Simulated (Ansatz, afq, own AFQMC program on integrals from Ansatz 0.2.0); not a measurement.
Two steps: Ansatz 0.2.0 writes the Fock matrix and Cholesky factors of the valence space, and afq projects on them the lowest state that overlaps trial and start.

```yaml
crystal:
  periodic: [false, false, false]
  atoms:
    - {symbol: Al, position_ang: [0.000000, 0.075600, 0.000000]}
    - {symbol: H, position_ang: [0.000000, 0.299239, -2.052236]}
    - {symbol: H, position_ang: [0.000000, 0.299248, 2.052234]}
    - {symbol: H, position_ang: [0.000000, -2.622224, 0.000006]}
basis:
  gaussian: {orbitals: cc-pVDZ}
total_charge: 1
magnetization: {spin_polarized: false, initial_magnetization: 1}
correlation: {method: ccsd_t, electrons: outside_noble_gas, hamiltonian_folder: ham}
```

```sh
$ ansatz run in.yaml --threads 1 --pin off --events-out ev --progress --plain --max-ram 24576MiB --backend cuda --devices 0, --max-vram 18GiB
```

afq runs on the folder ham with

```
--method phaseless --trial cisd --walkers 4000 --populations 20 --least-time 60 --time-step 0.005 --steps-per-block 50 --equilibration-blocks 40 --max-blocks 4000 --target-error 0.00027 --factor-cut 1e-05 --start spin_pure --seed 6480 --release-times 0.24,0.51,0.99,1.62,2.4 --release-step 0.03 --release-every 3 --taylor-order 6
```

Times are imaginary, in 1/Eh. The walk had a cap of 122 s. With eight or more populations the least sampling time is a fifth of least-time, and the error comes from their spread.

Log:

```
orbitals 28  electrons 3 2  factors 183 of 308
reference energy -243.19095009 Eh
CCSD correlation -0.08618912 Eh in 12 cycles, weight of the determinant in the CISD state 0.8839
energy of the start -243.277135 Eh
 block  time / (1/Eh)  mean weight  energy / Eh
     1     0.250  1.0000  -243.276756
     2     0.500  1.0000  -243.276753
     3     0.750  0.9998  -243.276900
     4     1.000  1.0000  -243.277139
     5     1.250  0.9999  -243.277290
    10     2.500  1.0002  -243.278170
    15     3.750  1.0001  -243.278636
    19     4.750  1.0000  -243.278862
    29     7.250  1.0000  -243.279265
    39     9.750  1.0000  -243.279567
    45    11.250  1.0000  -243.280090
    49    12.250  1.0001  -243.279806
    59    14.750  0.9999  -243.279363
    69    17.250  0.9998  -243.279323
    79    19.750  0.9999  -243.279905
    89    22.250  1.0000  -243.279633
error from the spread of 20 populations
released: time / (1/Eh)  energy / Eh  error  mean overlap
  0.24  -243.279715  0.000068  1.0006
  0.51  -243.279741  0.000051  1.0004
  0.99  -243.279819  0.000046  0.9986
  1.62  -243.279872  0.000037  0.9928
  2.40  -243.280108  0.000173  0.9946
energy -243.279619 +/- 0.000068 Eh
(rows thinned)
```

The run passed its tests (sampling time, drift between the halves within three errors, error under three times the target), which doesn't prove that it has relaxed.

Against this walk (error 1.8 meV) on the same determinant: CCSD(T) 13.0 meV higher, CCSDT(Q) 12.8 meV lower, CCSDTQ 13.3 meV lower, full CI 13.2 meV lower. The error is statistical and leaves out the bias of the constraint. Released to 1.62 1/Eh the energy lies 6.9 ± 2.1 meV (both errors) below the phaseless value, which shows part or all of the bias of the constraint, and full CI lies 6.4 meV below the released value. Full CI is exact here, so the walk's 13 meV above it is the walk's own error: the bias of the constraint with this trial.

Cautions: constraint bias not in the error; a spin-contaminated unrestricted determinant lies lower (UHF 255 meV lower, ⟨S²⟩ 1.35).

The walk took 38 s on 1 × NVIDIA H100 80GB HBM3 with 2 threads of AMD EPYC 7R13 Processor (Zen 3), on a shared host (the card was shared). The log's last line is the phaseless energy.

CCSDT and higher add their correlation energy to the determinant of the CCSD(T) run, since their own runs factorise the integrals more tightly (a shift of under 2 meV). A walk keeps the symmetry of its determinant, which the program's search chose and which needn't be the lowest solution, so a lower state of the same spin and another symmetry isn't excluded.
